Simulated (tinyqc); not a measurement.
Inside a calculation. Method: CIS on RHF in the sto-3g basis, frozen core, for H2O, spin multiplicity 1. One step of it, computed by the program tinyqc.

Question. CIS matrix, singlets. A(ia,jb) = (e_a - e_i) d_ij d_ab + 2 (ia|jb) - (ij|ab).

orbital energies (hartree): MO1 -20.251941, MO2 -1.254687, MO3 -0.591119, MO4 -0.456698, MO5 -0.392114, MO6 0.560920, MO7 0.699902

Two-electron integrals over orbitals (pq|rs), unique and non-zero (hartree); the lowest 1 orbital is frozen and left out:
```
p,q,r,s,(pq|rs)
2,2,2,2,0.727654
3,2,2,2,0.010810
3,2,3,2,0.140140
3,3,2,2,0.639076
3,3,3,2,-0.004603
3,3,3,3,0.624804
4,2,2,2,-0.003524
4,2,3,2,0.002014
4,2,3,3,0.005002
4,2,4,2,0.125118
4,3,2,2,0.009722
4,3,3,2,0.020850
4,3,3,3,0.005839
4,3,4,2,-0.012425
4,3,4,3,0.051136
4,4,2,2,0.668379
4,4,3,2,-0.011004
4,4,3,3,0.590786
4,4,4,2,-0.100411
4,4,4,3,0.013536
4,4,4,4,0.753738
5,2,5,2,0.145497
5,3,5,2,-0.006570
5,3,5,3,0.028775
5,4,5,2,-0.047010
5,4,5,3,0.003894
5,4,5,4,0.054002
5,5,2,2,0.748466
5,5,3,2,-0.005760
5,5,3,3,0.624444
5,5,4,2,-0.073457
5,5,4,3,0.015384
5,5,4,4,0.715313
5,5,5,5,0.880159
6,2,2,2,-0.131142
6,2,3,2,0.016827
6,2,3,3,-0.072575
6,2,4,2,-0.024559
6,2,4,3,-0.010403
6,2,4,4,-0.071504
6,2,5,5,-0.143667
6,2,6,2,0.095117
6,3,2,2,0.049474
6,3,3,2,0.031185
6,3,3,3,0.031192
6,3,4,2,-0.022401
6,3,4,3,0.032060
6,3,4,4,0.039856
6,3,5,5,0.061010
6,3,6,2,-0.029857
6,3,6,3,0.076657
6,4,2,2,-0.104332
6,4,3,2,-0.022120
6,4,3,3,-0.045057
6,4,4,2,0.041747
6,4,4,3,-0.012190
6,4,4,4,-0.123862
6,4,5,5,-0.126361
6,4,6,2,0.053201
6,4,6,3,-0.043026
6,4,6,4,0.084559
6,5,5,2,-0.052816
6,5,5,3,0.009264
6,5,5,4,-0.001187
6,5,6,5,0.035840
6,6,2,2,0.606888
6,6,3,2,-0.050335
6,6,3,3,0.570240
6,6,4,2,0.050070
6,6,4,3,-0.030319
6,6,4,4,0.558155
6,6,5,5,0.589774
6,6,6,2,-0.089570
6,6,6,3,-0.017951
6,6,6,4,-0.032190
6,6,6,6,0.627331
7,2,2,2,-0.051517
7,2,3,2,-0.039509
7,2,3,3,-0.020092
7,2,4,2,0.000672
7,2,4,3,0.031846
7,2,4,4,-0.035372
7,2,5,5,-0.056166
7,2,6,2,0.013701
7,2,6,3,0.023433
7,2,6,4,0.024121
7,2,6,6,-0.036494
7,2,7,2,0.068964
7,3,2,2,-0.132996
7,3,3,2,0.022860
7,3,3,3,-0.085628
7,3,4,2,0.074823
7,3,4,3,-0.002158
7,3,4,4,-0.146006
7,3,5,5,-0.181667
7,3,6,2,0.063193
7,3,6,3,-0.023987
7,3,6,4,0.074924
7,3,6,6,-0.053293
7,3,7,2,0.035260
7,3,7,3,0.147323
7,4,2,2,-0.014547
7,4,3,2,0.073044
7,4,3,3,-0.012958
7,4,4,2,0.002083
7,4,4,3,-0.000023
7,4,4,4,-0.026918
7,4,5,5,-0.023475
7,4,6,2,0.020024
7,4,6,3,0.034987
7,4,6,4,-0.006476
7,4,6,6,-0.042381
7,4,7,2,-0.009738
7,4,7,3,0.031751
7,4,7,4,0.065975
7,5,5,2,-0.020079
7,5,5,3,-0.021699
7,5,5,4,0.002187
7,5,6,5,0.004235
7,5,7,5,0.025821
7,6,2,2,0.007007
7,6,3,2,0.076203
7,6,3,3,-0.009547
7,6,4,2,0.017469
7,6,4,3,0.040924
7,6,4,4,-0.018135
7,6,5,5,-0.005136
7,6,6,2,-0.009769
7,6,6,3,0.043521
7,6,6,4,-0.019919
7,6,6,6,-0.044011
7,6,7,2,0.006437
7,6,7,3,0.030313
7,6,7,4,0.042472
7,6,7,6,0.080923
7,7,2,2,0.624573
7,7,3,2,0.058369
7,7,3,3,0.600314
7,7,4,2,-0.009448
7,7,4,3,0.032932
7,7,4,4,0.589771
7,7,5,5,0.617764
7,7,6,2,-0.064526
7,7,6,3,0.062493
7,7,6,4,-0.058310
7,7,6,6,0.531544
7,7,7,2,-0.020609
7,7,7,3,-0.068466
7,7,7,4,0.026321
7,7,7,6,0.044046
7,7,7,7,0.645042
```

Give: CIS matrix A, singlet.

Answer.

CIS matrix A, singlet (hartree), lower triangle:
```
,2>6,2>7,3>6,3>7,4>6,4>7,5>6,5>7
2>6,1.399
2>7,0.020,1.468
3>6,-0.009,-0.029,0.735
3>7,0.050,0.012,-0.038,0.985
4>6,0.056,0.031,-0.056,0.109,0.629
4>7,0.023,-0.010,0.029,0.031,0.005,0.699
5>6,0.000,0.000,0.000,0.000,0.000,0.000,0.435
5>7,0.000,0.000,0.000,0.000,0.000,0.000,0.014,0.526
```
